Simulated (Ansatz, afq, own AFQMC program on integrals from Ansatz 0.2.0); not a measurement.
Integrals from Ansatz 0.2.0, then the random walk in our own AFQMC program (afq).

```yaml
crystal:
  periodic: [false, false, false]
  atoms:
    - {symbol: Al, position_ang: [0.169548, 0.000000, 1.879008]}
    - {symbol: C, position_ang: [-0.552807, 0.000000, 0.072991]}
    - {symbol: Cl, position_ang: [0.058244, 0.000000, -1.454748]}
basis:
  gaussian: {orbitals: cc-pVDZ}
magnetization: {spin_polarized: true, initial_magnetization: 2}
correlation: {method: ccsd_t, electrons: outside_noble_gas, hamiltonian_folder: ham}
```

```sh
$ ansatz run in.yaml --threads 1 --pin off --events-out ev --progress --plain --max-ram 1382MiB
```

Options of the walk:

```
--method phaseless --trial hf --walkers 120 --populations 1 --least-time 40 --time-step 0.005 --steps-per-block 20 --equilibration-blocks 112 --max-blocks 600 --target-error 0.00135 --factor-cut 1e-05 --start spin_pure --seed 777 --taylor-order 6
```

Times are imaginary, in 1/Eh. The walk had a cap of 1812 s.

afq prints:

```
orbitals 39  electrons 8 6  factors 292 of 511
reference energy -739.19649651 Eh
CCSD correlation -0.29937627 Eh in 18 cycles, weight of the determinant in the CISD state 0.8002
energy of the start -739.199707 Eh
 block  time / (1/Eh)  mean weight  energy / Eh
     1     0.100  1.0003  -739.256552
     2     0.200  1.0014  -739.302515
     3     0.300  1.0020  -739.348275
     4     0.400  1.0022  -739.370768
     5     0.500  1.0023  -739.390322
     8     0.800  1.0003  -739.432343
    18     1.800  1.0007  -739.467298
    69     6.900  1.0016  -739.512133
   120    12.000  0.9998  -739.494098
   171    17.100  1.0003  -739.500660
   222    22.200  0.9990  -739.536881
   273    27.300  0.9992  -739.524516
   324    32.400  0.9978  -739.512546
   375    37.500  0.9982  -739.488437
   392    39.200  1.0009  -739.480801
   409    40.900  1.0012  -739.581872
   426    42.600  0.9959  -739.525325
   477    47.700  1.0009  -739.481181
   528    52.800  0.9991  -739.509030
   579    57.900  1.0001  -739.505593
   630    63.000  1.0002  -739.498854
   681    68.100  1.0005  -739.488947
   698    69.800  1.0020  -739.503077
blocks merged  error / Eh  count
     1  0.001054  600
     2  0.001423  300
     4  0.001897  150
     8  0.002427  75
    16  0.003041  37
    32  0.003247  18
    64  0.003264  9
energy -739.509383 +/- 0.003247 Eh
(rows thinned)
```

The run passed its tests (sampling time, drift between the halves within three errors, error under three times the target), which doesn't prove that it has relaxed.

Against this walk (error 88.4 meV) on the same determinant: CCSD(T) 107.6 meV higher (within the noise), CCSDT(Q) 38.8 meV higher (within the noise), a separate phaseless walk with a CISD trial and standard settings 49.1 ± 90.5 meV higher (within the noise). The error is statistical and leaves out the bias of the constraint. The determinant has ⟨S²⟩ = 2.22, so the low cluster orders mix in higher spin (the high orders can go on to a lower state of that spin), while the walk starts as a pure triplet. None of these is a sure reference here.

Cautions: constraint bias not in the error; error above the target (88.4 against 36.7 meV); lower spins were not checked; higher spins were not checked; raised T1 diagnostic (T1 0.044, weight of the determinant 0.80, largest double 0.09); unrestricted determinant spin contaminated (⟨S²⟩ 2.22 against 2.00); the bias of populations of 120 walkers isn't removed.

The walk took 2.7 min on 1 thread of AMD EPYC 9R45 96-Core Processor (Zen 5), on a shared host. The log's last line is the phaseless energy.

CCSDT and higher add their correlation energy to the determinant of the CCSD(T) run, since their own runs factorise the integrals more tightly (a shift of under 2 meV). A walk keeps the symmetry of its determinant, which the program's search chose and which needn't be the lowest solution, so a lower state of the same spin and another symmetry isn't excluded.
